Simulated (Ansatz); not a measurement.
**triplet LiP: levels of theory in one basis**

```xyz
2

Li   -0.0438   -0.0219   -1.1583
P     0.0140   -0.0403    1.1421
```

Basis set: def2-SVP (spherical functions). Frozen core: 5 orbitals. Correlation on ROHF uses semicanonical orbitals with singles. Charge 0, multiplicity 3.

Computed with Ansatz (development build ahead of 0.2.0); each method stands on the lowest determinant of its kind that the runs found.

| method | E − E(ROHF) (eV) | <S²> of the determinant |
| --- | --- | --- |
| ROHF | 0.00 | – |
| UHF | -0.11 | 2.01 |
| ROHF-MP2 | -2.27 | – |
| UHF-MP2 | -2.26 | 2.01 |

What does ROHF-CCSD(T) give on the same scale?

-2.82 eV.
